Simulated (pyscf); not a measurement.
Multi-bond step: H₃C–CH₂–InH₂ (SMILES C[CH2][InH2]) → H₂C=CH–InH₂ (SMILES C=[CH][InH2]) + H₂ (SMILES [H][H])

Gas phase, singlet surface, charge 0. Bonds broken: C1–H4, C1–H5, C2–In3. Bonds formed: C1–In3, H4–H5. Single points on ωB97X-D3(BJ)/def2-SVP structures (PySCF, gas phase).

Transition state (Å):

```xyz
10

C      0.0952    -0.8123     0.0661
C     -0.6944     0.0607     0.8858
In     1.3323     1.0643     0.3748
H     -0.2390    -2.4349     0.2636
H      0.5104    -1.9886     0.4690
H     -0.2077    -0.9474    -0.9810
H     -0.4936     0.0558     1.9656
H     -1.7359     0.2996     0.6334
H      2.2368     1.1541     1.8285
H      1.6066     1.7955    -1.1534
```

One imaginary mode, 1263i cm⁻¹; descent along it reached the two sides named.

```
bond    change  reactant side (Å)  saddle  product side
------  ------  -----------------  ------  ------------
C1–H4   breaks              1.104   1.668           3.9
C1–H5   breaks              1.103   1.311           3.1
C2–In3  breaks              2.165   2.319           3.0
C1–In3   forms                3.1   2.269         2.138
H4–H5    forms              1.776   0.896         0.761
```

Electronic energies relative to the reactant's lowest minimum found (kcal/mol):

| level | barrier | reaction energy | reverse barrier |
|---|---|---|---|
| ωB97X-D3(BJ)/def2-TZVP | 91.0 | +37.5 | 53.5 |
| PBE/def2-TZVP | 79.3 | +36.1 | 43.2 |
| r²SCAN/def2-TZVP | 81.9 | +36.7 | 45.1 |
| B3LYP-D3(BJ)/def2-TZVP | 85.5 | +34.4 | 51.1 |
| PBE0-D3(BJ)/def2-TZVP | 85.8 | +39.7 | 46.1 |
| M06-2X/def2-TZVP | 87.2 | +35.4 | 51.8 |
| ωB97M-D3(BJ)/def2-TZVP | 89.1 | +36.1 | 53.0 |
| HF/def2-TZVP | 102.5 | +33.3 | 69.2 |

With ωB97M-D3(BJ)/def2-TZVP energies and thermal terms (ideal gas, 1 atm, RRHO with modes under 100 cm⁻¹ raised to 100, one conformer, R ln 2 for chiral ones without a mode under 150 cm⁻¹), in kcal/mol:

```csv
T (K),ΔH‡,ΔG‡,ΔH,ΔG
298,83.5,84.1,+29.8,+21.5
600,83.8,84.6,+30.8,+12.6
900,83.9,85.0,+31.1,+3.5
1200,83.9,85.4,+30.9,-5.7
```

The same reactants have a lower exit, to H₃C–CH₃ + InH [singlet] (barrier +55.6 kcal/mol at ωB97M-D3(BJ)/def2-TZVP, against +89.1 kcal/mol here). H₃C–CH₂–InH₂ lies 8.3 kcal/mol over its isomer H₃C–InH–CH₃ (electronic energy, ωB97M-D3(BJ)/def2-TZVP). H₂C=CH–InH₂ lies 32.8 kcal/mol over its isomer H₃C–CH₂–In [singlet] (electronic energy, ωB97M-D3(BJ)/def2-TZVP). This is the saddle that the search found; another between the same sides may lie lower. Elements past Kr carry the def2 core potentials, without spin-orbit coupling.
